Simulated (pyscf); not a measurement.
Thermochemistry of product channels of H₂C=C=C=CH₂ (SMILES C=C=C=C) on the singlet surface, in kJ/mol, from ωB97M-D3(BJ)/def2-TZVP energies (ideal gas, 1 atm, RRHO with modes under 100 cm⁻¹ raised to 100, one conformer, R ln 2 for rigid chiral ones). Structures and frequencies: ωB97X-D3(BJ)/def2-SVP in PySCF.

| products | ΔE | ΔH(298 K) | ΔG(298 K) | ΔG(1200 K) |
|---|---|---|---|---|
| C₄H₄ (SMILES C=C1C=C1) | +54.2 | +54.9 | +55.9 | +61.1 |
| HC≡C–C≡CH (SMILES C#CC#C) + H₂ (SMILES [H][H]) | +176.7 | +152.1 | +119.5 | +7.7 |
| HC≡C–CH=CH₂ (SMILES C#CC=C) | -30.3 | -28.0 | -31.0 | -39.0 |

These are energies of the channels, which say nothing of barriers.
